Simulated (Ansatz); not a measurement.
# AlBH4Mg (SMILES [BH2][AlH][MgH]): single points off equilibrium

The task here is to estimate one member of a computed series from the others.

Method: single points in def2-TZVPP; program: Ansatz 0.2.0, Gaussian basis.

Correlated methods freeze the cores. The outer core shell of Li, Na, Mg and K is correlated.

**The system as given**

SMILES `[BH2][AlH][MgH]`, 7 atoms, charge 0, spin multiplicity 1.

Atoms are counted from 1 here; the program's logs count them from 0.

Bond lengths: B1–Al2 1.903 Å, B1–H4 1.239 Å, B1–H5 0.857 Å, Al2–H6 1.624 Å, Mg3–H7 1.536 Å. Angles: Al2–B1–H4 123.7°, Al2–B1–H5 121.7°, H4–B1–H5 111.5°, B1–Al2–H6 145.4°.

Coordinates:

```xyz
7
AlBH4Mg
B    -1.7156    0.5936   -0.6703
Al   -0.1147    0.4252    0.3450
Mg    1.7256   -1.4500    0.1832
H    -1.7708    1.1439   -1.7793
H    -2.3860    0.0751   -0.5438
H     0.7124    0.9636    1.6353
H     3.0890   -1.8523    0.7642
```

Set-up of the first run:

The input, run/in.yaml:

```yaml
crystal:
  periodic: [false, false, false]
  atoms:
    - {symbol: B, position_ang: [-1.715600, 0.593600, -0.670300]}
    - {symbol: Al, position_ang: [-0.114700, 0.425200, 0.345000]}
    - {symbol: Mg, position_ang: [1.725600, -1.450000, 0.183200]}
    - {symbol: H, position_ang: [-1.770800, 1.143900, -1.779300]}
    - {symbol: H, position_ang: [-2.386000, 0.075100, -0.543800]}
    - {symbol: H, position_ang: [0.712400, 0.963600, 1.635300]}
    - {symbol: H, position_ang: [3.089000, -1.852300, 0.764200]}
basis:
  gaussian: {orbitals: def2-TZVPP}
correlation: {method: ccsd_t}
output: {forces: true}
```

No record of the launch command was kept for these runs.

Among the steps run: CCSD(T)/def2-TZVPP; PBE0-D4/def2-TZVPP; wB97M-V/def2-TZVPP; r2SCAN-D4/def2-TZVPP; PBE-D4/def2-TZVPP; HSE06-D4/def2-TZVPP; BHLYP-D4/def2-TZVPP.

One table of the session follows, with a row left open; its other results are not shown here.

```
   method  RMS force component (eV/Å)  angle to CCSD(T) forces (°)  dipole (D)
  CCSD(T)                       6.172                    reference        1.44
  PBE0-D4                       6.168                          1.1        1.34
  wB97M-V                           ?                            ?           ?
r2SCAN-D4                       6.147                          1.5        1.39
   PBE-D4                       6.151                          2.0        1.36
 HSE06-D4                       6.169                          1.1        1.34
 BHLYP-D4                       6.088                          0.8        1.44
```

Q: Estimate the row for wB97M-V from the others.

As computed: RMS force component (eV/Å): 6.094; angle to CCSD(T) forces (°): 0.7; dipole (D): 1.44. In the column «RMS force component (eV/Å)» it lies between BHLYP-D4 (6.088) and r2SCAN-D4 (6.147).
